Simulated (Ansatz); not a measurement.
# How methods differ on [AlH4]− (SMILES [AlH4-])

[AlH4]− has 5 atoms, charge -1, and is taken as a singlet. As SMILES, `[AlH4-]`. Geometry: a GFN2-xTB relaxation, a rough one for these elements and not checked as a minimum.

```xyz
5

Al    0.0000    0.0001   -0.0011
H     1.4435   -0.5043    0.5564
H    -1.1830   -0.6045    0.9391
H    -0.2038   -0.5171   -1.5307
H    -0.0567    1.6259    0.0362
```

Each level gives the energy change with the Al1–H2 bond stretched from 1.628 to 3.255 Å (eV). The values are calculated.

| level | kind | program | value (eV) | CPU time (all runs) |
| --- | --- | --- | --- | --- |
| HF/6-31G (restricted) | Hartree–Fock | Ansatz | 2.72 | 0.32 s |
| revPBE/6-31G (restricted) | GGA | Ansatz | 2.25 | 2 s |
| BHLYP/6-31G (restricted) | global hybrid | Ansatz | 2.66 | 2 s |
| PBE0/6-31G (restricted) | global hybrid | Ansatz | 2.52 | 2 s |
| wB97X/6-31G (restricted) | range-separated hybrid | Ansatz | 2.68 | 9 s |
| B2PLYP/6-31G (restricted) | double hybrid | Ansatz | 2.49 | 2.9 s |
| RPA@PBE/6-31G (restricted) | RPA | Ansatz | 2.08 | 2.8 s |
| BCCD(T)/6-31G (restricted) | coupled cluster or CI | Ansatz | 2.23 | 0.54 s |
| FCI/3-21G | exact in the basis | Ansatz | 2.33 | 23 s |

Sets without diffuse functions describe the anion poorly. The first shape isn't each level's own minimum. The values span 2.08 to 2.72 eV. All rows use very small basis sets, so none should be taken for the real molecule's value. In so small a basis fixed costs decide the times, and correlated methods can beat functionals. Times are those of the runs behind each value, whatever else they computed, on shared processors of several kinds: orders of magnitude only.
